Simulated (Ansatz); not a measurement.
H2S3⁺. Charge 1, multiplicity 2. Geometry r2SCAN-D4/def2-TZVP, that of the neutral singlet; atoms count from 1.

```xyz
5

S     0.1326   -0.7531   -1.4935
S    -0.9605    0.3622   -0.1552
S     0.1670    0.6402    1.5422
H    -0.1925   -1.9821   -1.0424
H     0.8534    1.7329    1.1490
```

(1) Estimate the Mulliken populations from the PBE0/def2-TZVP orbitals of Ansatz.

(2) Where does the spin sit?

(3) And the Mayer bond orders between heavy atoms (over 0.3)?

Results:

(1) 
```json
{"atom": "S1", "charge (e)": "0.15", "spin (α − β)": "0.38"}
{"atom": "S2", "charge (e)": "0.20", "spin (α − β)": "0.22"}
{"atom": "S3", "charge (e)": "0.15", "spin (α − β)": "0.38"}
{"atom": "H4", "charge (e)": "0.25", "spin (α − β)": "0.01"}
{"atom": "H5", "charge (e)": "0.25", "spin (α − β)": "0.01"}
```
Mulliken values depend strongly on the basis.

(2) Summed by element: S 0.98, H 0.02, of 1 unpaired in all. Largest on single atoms: S1 0.38, S3 0.38, S2 0.22.

(3) S1–S2 1.33 (2.06 Å); S2–S3 1.33 (2.06 Å).
